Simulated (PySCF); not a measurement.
**P: ionisation energy**

P [Ne] 3s2 3p3 (4S) → P⁺ [Ne] 3s2 3p2 (3P), as a difference of total energies. Computed with PySCF 2.14 in def2-TZVP (5s5p2d1f, 37 functions), with the non-relativistic Hamiltonian (point nucleus). Correlated levels: valence: [Ne] frozen. The calculations carry no spin-orbit coupling.

```json
{"method": "UHF", "ionisation energy (eV)": "9.910"}
{"method": "B3LYP", "ionisation energy (eV)": "10.383"}
{"method": "TPSS", "ionisation energy (eV)": "10.504"}
{"method": "MP2 (valence)", "ionisation energy (eV)": "10.475"}
{"method": "SCS-MP2 (valence)", "ionisation energy (eV)": "10.304"}
{"method": "CCSD (valence)", "ionisation energy (eV)": "10.412"}
{"method": "CCSD(T) (valence)", "ionisation energy (eV)": "10.453"}
```

Question: How much does correlation contribute at CCSD(T) (valence)?

Answer: 10.453 − (9.910) = 0.543 eV, measured against UHF.

Errors of the correlated levels include the incompleteness of this basis and the frozen core.

For comparison: 10.526 eV (measured; NIST levels, between the centres of gravity of the two terms).
